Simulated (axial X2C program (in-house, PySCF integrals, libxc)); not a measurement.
# Linear SiNC at several levels

How do method and spin–orbit coupling move the bonds and stretches of SiNC, held linear?

Method: all-electron X2C, two-component (2c) or spin-free, Si dyall-v3z, N dyall-av3z, C dyall-v3z; program: an in-house X2C program for linear molecules on PySCF integrals.

All values are calculated.

2 further runs of the same task are left out: 2 set aside as unsound or not needed.

## Step 1: Input

task.json

```json
{"zs": [14, 7, 6], "q": 0, "bas": ["dyall-v3z", "dyall-av3z", "dyall-v3z"], "r0": [1.82, 1.17], "symm": 0, "scan": ["PBE0", "HF", "B3LYP"], "levels": ["PBE0", "HF", "TPSSh"], "nst": 2}
```

Keys: zs atomic numbers; q charge; bas basis sets; r0 starting distance in Å; symm equal bonds; scan levels of the two-bond scan (MP2 follows by itself at each HF point); levels methods; nst determinants followed.

On the command line:

```bash
> python solin.py task.json out
```

Masses Si 27.977, N 14.003, C 12.000 u.

## Step 2: Scan at PBE0, 2c

State: Ω = 1/2 (beyond evenly filled blocks: ω = 1/2). Energies above the lowest point, from the job's result record:

```csv
r(Si–N) (Å),r(N–C) (Å),E (meV)
1.6955,1.1563,65.51
1.6955,1.1860,19.45
1.6955,1.2156,57.18
1.7390,1.1563,39.64
1.7390,1.1860,0.00
1.7390,1.2156,44.72
1.7390,1.2453,158.10
1.7825,1.1563,54.46
1.7825,1.1860,20.17
1.7825,1.2156,70.72
1.8260,1.1860,71.73
1.8260,1.2453,252.23
```

A quadratic surface with cubic terms in each bond gives the minimum at 1.737 and 1.184 Å, force constants 3.37, 15.5 and coupling 0.73 mdyn/Å.

## Step 3: Scan at HF, 2c

State: Ω = 1/2 (beyond evenly filled blocks: ω = 1/2). Energies above the lowest point, from the job's result record:

```csv
r(Si–N) (Å),r(N–C) (Å),E (meV)
1.6955,1.1563,28.27
1.6955,1.1860,52.71
1.6955,1.2156,161.98
1.7390,1.1563,0.00
1.7390,1.1860,30.92
1.7390,1.2156,147.67
1.7390,1.2453,333.40
1.7825,1.1563,14.81
1.7825,1.1860,51.06
1.7825,1.2156,173.90
1.8260,1.1860,104.56
1.8260,1.2453,431.23
```

A quadratic surface with cubic terms in each bond gives the minimum at 1.743 and 1.161 Å, force constants 3.46, 18.2 and coupling 0.77 mdyn/Å.

## Step 4: Scan at B3LYP, 2c

State: Ω = 1/2 (beyond evenly filled blocks: ω = 1/2). Energies above the lowest point, from the job's result record:

```csv
r(Si–N) (Å),r(N–C) (Å),E (meV)
1.6955,1.1563,72.46
1.6955,1.1860,24.78
1.6955,1.2156,59.39
1.7390,1.1563,41.18
1.7390,1.1860,0.00
1.7390,1.2156,41.68
1.7390,1.2453,150.58
1.7825,1.1563,50.03
1.7825,1.1860,14.27
1.7825,1.2156,61.84
1.8260,1.1860,59.40
1.8260,1.2453,232.62
```

A quadratic surface with cubic terms in each bond gives the minimum at 1.743 and 1.185 Å, force constants 3.21, 15.2 and coupling 0.74 mdyn/Å.

## Step 5: Comparison

| level | r(Si–N) (Å) | r(N–C) (Å) | lower stretch (cm⁻¹) | upper stretch (cm⁻¹) |
| --- | --- | --- | --- | --- |
| PBE0, 2c | 1.737 | 1.184 | 646.3 | 2021.0 |
| HF, 2c | 1.743 | 1.161 | 655.9 | 2187.2 |
| B3LYP, 2c | 1.743 | 1.185 | 632.1 | 1997.0 |
| MP2, 2c | 1.769 | 1.190 | 615.4 | 2133.5 |
| PBE0, spin-free | 1.737 | 1.184 | 646.6 | 2020.5 |
| HF, spin-free | 1.743 | 1.161 | 656.2 | 2186.7 |
| B3LYP, spin-free | 1.743 | 1.185 | 632.5 | 1996.5 |
| MP2, spin-free | 1.769 | 1.190 | 615.6 | 2133.8 |

Scans not shown above were run alike.

What this shows: Over the levels the Si–N bond spans 1.737 to 1.769 Å and the N–C bond 1.161 to 1.190 Å. At PBE0 spin–orbit coupling leaves both bonds unchanged to 0.001 Å. Each state is one determinant, the lowest of a limited PBE0 search; the stretches come from a fit to few points and are good to some per cent at best. MP2 freezes inner shells (threshold -2 hartree). The molecule was held linear; bending was not examined, so a bent shape may lie lower. Note: functional without a current term on a determinant with orbital currents, of the molecule or an atom.
